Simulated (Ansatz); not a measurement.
**AlCF (quintet): the correlation ladder, cc-pVDZ**

An exercise on one series of results from a longer session: the logs are not shown, and one member is left open.

Program: Ansatz 0.2.0, Gaussian basis. Level of theory: cc-pVDZ, core rule «outside noble gas», up to 7 orbitals frozen. These are calculated values, not measurements.

The runs, in order: UHF; CCSD(T) on ROHF; CCSD(T) on UHF; BCCD(T) on ROHF; CISD; CCSDT(Q) on ROHF; CCSDT(Q) on UHF.

37 further runs of the same task are left out: 10 for a known fault of the program, 9 that didn't finish, 18 set aside as unsound or not needed.

### The system

The geometry is a PBE0/def2-TZVP stationary point (not a proven minimum) of the parent state, kept for this charge and spin.

3 atoms, charge 0, spin multiplicity 5.

Atoms are counted from 1 here; the program's logs count them from 0.

Bond lengths: C1–Al2 1.940 Å, Al2–F3 1.645 Å. Angles: C1–Al2–F3 180.0°.

The first run:

in.yaml reads:

```yaml
crystal:
  periodic: [false, false, false]
  atoms:
    - {symbol: C, position_ang: [0.000000, 0.000000, 1.841767]}
    - {symbol: Al, position_ang: [0.000000, 0.000000, -0.098433]}
    - {symbol: F, position_ang: [0.000000, 0.000000, -1.743333]}
basis:
  gaussian: {orbitals: cc-pVDZ}
magnetization: {spin_polarized: true, initial_magnetization: 4}
hamiltonian: {xc: hf}
output: {orbitals: {seedname: orbitals}}
```

Run with:

```
$ ansatz run in.yaml --threads 1 --pin off --events-out ev --progress --plain --max-ram 2393MiB
```

Among the steps run: UHF; CCSD(T) on ROHF; CCSD(T) on UHF; BCCD(T) on ROHF; CISD; CCSDT(Q) on ROHF; CCSDT(Q) on UHF.

One of the session's tables, all rows but one given; the rest of the session is left out.

```
   method  from UCCSDT(Q) (kcal/mol)
     ROHF                    +202.80
      UHF                          ?
     RMP2                     +18.27
     UMP2                     +18.22
     CISD                     +20.03
    RCCSD                      +5.58
    UCCSD                      +5.52
 RCCSD(T)                      +1.13
 UCCSD(T)                      +1.10
  BCCD(T)                      +1.04
   RCCSDT                      +0.48
   UCCSDT                      +0.45
RCCSDT(Q)                      +0.13
UCCSDT(Q)                          0
```

Q: Estimate the row for UHF from the others.

The run gave: from UCCSDT(Q) (kcal/mol): +200.95. In the column «from UCCSDT(Q) (kcal/mol)» it lies between CISD (+20.03) and ROHF (+202.80).

Caveats from the session: Restricted and unrestricted rows rest on different reference determinants; where their highest levels disagree by more than a few hundredths of an eV, they describe different states and don't form one ladder.
